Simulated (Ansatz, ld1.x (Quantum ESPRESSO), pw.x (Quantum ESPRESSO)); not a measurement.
**From atom to crystal: TM potential for vanadium**

- Element: vanadium
- Generator: ld1.x (Quantum ESPRESSO) 7.5
- Type: norm-conserving Troullier–Martins (Kleinman–Bylander form)
- Functional: PBEsol
- Relativity: scalar-relativistic
- Frozen core: [Ar]
- Valence charge: 5
- Reference configuration: 3d3 4s2 4p0
- Partial waves: 4p (bound, empty): rc 2.55 bohr; 3d (bound): rc 2.40 bohr; 4s (bound): rc 3.05 bohr
- Local potential: the s channel
- Core correction: a·sin(br)/r model core inside 1.95 bohr

Crystal test: bcc V in pw.x 7.5, no spin, 16³ k-points, Fermi–Dirac smearing 0.01 Ry, cutoffs 60/240 Ry. The reference is all-electron LAPW (Ansatz 0.2.0) with the same functional, mesh and smearing; V0 and B0 come from Birch–Murnaghan fits to the pressures at five volumes. Errors are pseudo minus all-electron; Δ is the rms difference of the E(V) curves that follow from these fits, minima aligned, over ±6 % about the mean V0. Mesh and smearing are coarse, so the numbers serve the comparison and aren't converged zero-temperature values; the lattice is a test structure that the element need not adopt.

```json
{"V (Å³/atom)": "12.276", "P all-electron (GPa)": "12.20", "P pseudo (GPa)": "30.99"}
{"V (Å³/atom)": "12.599", "P all-electron (GPa)": "6.29", "P pseudo (GPa)": "23.54"}
{"V (Å³/atom)": "12.922", "P all-electron (GPa)": "1.03", "P pseudo (GPa)": "16.86"}
{"V (Å³/atom)": "13.245", "P all-electron (GPa)": "-3.64", "P pseudo (GPa)": "10.89"}
{"V (Å³/atom)": "13.568", "P all-electron (GPa)": "-7.79", "P pseudo (GPa)": "5.55"}
```

All-electron: a0 = 2.962 Å (V0 = 12.99 Å³/atom), B0 = 194.1 GPa.

Pseudopotential: mean pressure error (GPa): +15.94. The pressure does not cross zero within the volumes sampled, so no fit is given. The largest radius (3.05 bohr) exceeds half the bond length (2.42 bohr), so the spheres overlap, which is one possible source of error among others. This is a poor potential for the solid.

At the middle volume, how do free energy and pressure move when the wave cutoff is lowered (ecutrho kept at four times it)?

```json
{"cutoff (Ry)": "27", "shift of F (meV/atom)": "+6254.6", "shift of P (GPa)": "-260.14"}
{"cutoff (Ry)": "36", "shift of F (meV/atom)": "+697.8", "shift of P (GPa)": "-52.52"}
{"cutoff (Ry)": "48", "shift of F (meV/atom)": "+20.0", "shift of P (GPa)": "-2.88"}
```

Input at the middle volume:

```
&control
  calculation='scf', prefix='x', pseudo_dir='./', outdir='./tmp', tstress=.true., disk_io='low'
/
&system
  ibrav=0, nat=1, ntyp=1, ecutwfc=60, ecutrho=240, nbnd=9,
  occupations='smearing', smearing='fd', degauss=0.01
/
&electrons
  conv_thr=1e-09, mixing_beta=0.4, electron_maxstep=70
/
ATOMIC_SPECIES
V 1.0 V.UPF
CELL_PARAMETERS angstrom
  -1.47827959 1.47827959 1.47827959
  1.47827959 -1.47827959 1.47827959
  1.47827959 1.47827959 -1.47827959
ATOMIC_POSITIONS crystal
V 0.0000 0.0000 0.0000
K_POINTS automatic
16 16 16 0 0 0
```

```bash
pw.x < V.scf.in > V.scf.out
```

Lines of the output:

```
Message from routine setup:
     using ibrav=0 with symmetry is DISCOURAGED, use correct ibrav instead
     lattice parameter (alat)  =       4.8386  a.u.
     unit-cell volume          =      87.2020 (a.u.)^3
     number of electrons       =         5.00
     number of Kohn-Sham states=            9
     kinetic-energy cutoff     =      60.0000  Ry
     charge density cutoff     =     240.0000  Ry
     scf convergence threshold =      1.0E-09
     Exchange-correlation= PBESOL
     number of k points=   145  Fermi-Dirac smearing, width (Ry)=  0.0100
     iteration #  1     ecut=    60.00 Ry     beta= 0.40
     total energy              =     -13.32049151 Ry
     estimated scf accuracy    <       0.02320327 Ry
     iteration #  2     ecut=    60.00 Ry     beta= 0.40
     total energy              =     -13.32237505 Ry
     estimated scf accuracy    <       0.00176923 Ry
     iteration #  3     ecut=    60.00 Ry     beta= 0.40
     total energy              =     -13.32273981 Ry
     estimated scf accuracy    <       0.00017951 Ry
     iteration #  4     ecut=    60.00 Ry     beta= 0.40
     total energy              =     -13.32275233 Ry
     estimated scf accuracy    <       0.00000250 Ry
     iteration #  5     ecut=    60.00 Ry     beta= 0.40
     total energy              =     -13.32275319 Ry
     estimated scf accuracy    <       0.00000033 Ry
     iteration #  6     ecut=    60.00 Ry     beta= 0.40
     total energy              =     -13.32275324 Ry
     estimated scf accuracy    <          2.1E-09 Ry
     iteration #  7     ecut=    60.00 Ry     beta= 0.40
     the Fermi energy is    11.7099 ev
!    total energy              =     -13.32275324 Ry
     estimated scf accuracy    <          3.0E-10 Ry
     smearing contrib. (-TS)   =      -0.00719767 Ry
     The total energy is F=E-TS. E is the sum of the following terms:
     one-electron contribution =       7.66143344 Ry
     hartree contribution      =       0.58406286 Ry
     xc contribution           =      -5.27692487 Ry
     ewald contribution        =     -16.28412700 Ry
     convergence has been achieved in   7 iterations
          total   stress  (Ry/bohr**3)                   (kbar)     P=      168.61
```

The run at the middle volume (145 k-points, 7 iterations) took about 9.4 s on one core of a shared host (Neoverse-V1, 32 threads, 247 GiB, load 14).
